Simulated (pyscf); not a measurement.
Elementary routes open to `[CH3][SiH3]` + `[H]` [doublet] in the gas phase (doublet surface):
A. `[CH4]` + `[SiH3]` [doublet] (C–Si broken; C–H formed)
B. `[CH3][SiH2]` [doublet] + `[H][H]` (H–Si broken; H–H formed)

Structures and frequencies: ωB97X-D3(BJ)/def2-SVP in PySCF.

### Question
Rank the routes by free-energy barrier at 600 K, lowest first, for ωB97M-D3(BJ)/def2-TZVP energies (ideal gas, 1 atm, RRHO with modes under 100 cm⁻¹ raised to 100, one conformer, R ln 2 for chiral ones without a mode under 150 cm⁻¹).

### Answer
B (14.5 kcal/mol), A (42.0 kcal/mol)

Route B is the fastest of these, ahead of the next by 27.5 kcal/mol. The most stable products are those of A (ΔG = -19.3 kcal/mol), whose barrier is 27.5 kcal/mol higher: the kinetic and the thermodynamic product differ. At 1200 K B is still the fastest. Only these routes are compared; each barrier is that of the saddle found, and lower ones may exist.
